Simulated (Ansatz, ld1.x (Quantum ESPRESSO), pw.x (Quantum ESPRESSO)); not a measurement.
## palladium: does the TM potential hold in the solid?

```json
{
 "Element": "Pd (Z = 46)",
 "Generator": "ld1.x (Quantum ESPRESSO) 7.5",
 "Type": "norm-conserving Troullier–Martins (Kleinman–Bylander form)",
 "Functional": "PBEsol",
 "Relativity": "scalar-relativistic",
 "Frozen core": "[Kr]",
 "Valence charge": "10",
 "Reference configuration": "4d8 5s0 5p0 (charge +2)",
 "Partial waves": "5s (bound, empty): rc 1.95 bohr; 5p (bound, empty): rc 2.55 bohr; 4d (bound): rc 1.90 bohr",
 "Local potential": "all-electron potential smoothed inside 1.90 bohr (lloc = -2)",
 "Core correction": "none"
}
```

Atomic tests: cutoffs needed: 55 Ry and 80 Ry (the cutoffs (Ry, on a coarse ladder) from which the occupation-weighted sum of valence levels, in a spherical-Bessel basis at the reference potential, stays within 10 and 1 mRy of its value at 400 Ry); ghost test: no extra level below or beside the all-electron valence levels (s, p, d, f tested) (spherical-Bessel basis up to 400 Ry, 20 bohr box); largest excitation error: -85 meV (all-electron minus pseudo) for 4d10 5s0 5p0, out of 7 test configurations.

Crystal test: fcc Pd in pw.x 7.5, no spin, 15³ k-points, Fermi–Dirac smearing 0.01 Ry, cutoffs 100/400 Ry. The reference is all-electron LAPW (Ansatz 0.2.0) with the same functional, mesh and smearing; V0 and B0 come from Birch–Murnaghan fits to the pressures at five volumes. Errors are pseudo minus all-electron; Δ is the rms difference of the E(V) curves that follow from these fits, minima aligned, over ±6 % about the mean V0. Mesh and smearing are coarse, so the numbers serve the comparison and aren't converged zero-temperature values; the lattice is a test structure that the element need not adopt.

All-electron: a0 = 3.878 Å (V0 = 14.59 Å³/atom), B0 = 202.2 GPa.

Task: How far does the potential miss the all-electron equation of state?

Result: mean pressure error (GPa): -12.56. The pressure does not cross zero within the volumes sampled, so no fit is given. This is a poor potential for the solid.

| V (Å³/atom) | P all-electron (GPa) | P pseudo (GPa) |
| --- | --- | --- |
| 13.897 | 11.16 | -3.27 |
| 14.262 | 4.81 | -8.59 |
| 14.628 | -0.59 | -13.05 |
| 14.994 | -5.18 | -16.81 |
| 15.359 | -9.08 | -19.93 |

Task: At the middle volume, how do free energy and pressure move when the wave cutoff is lowered (ecutrho kept at four times it)?

Result:

| cutoff (Ry) | shift of F (meV/atom) | shift of P (GPa) |
| --- | --- | --- |
| 45 | +712.7 | -54.90 |
| 60 | +17.8 | -0.88 |
| 80 | +8.4 | -0.21 |

The run at the middle volume (120 k-points, 8 iterations) took about 58 s on one core of a shared host (Neoverse-N1, 64 threads, 124 GiB, load 57).
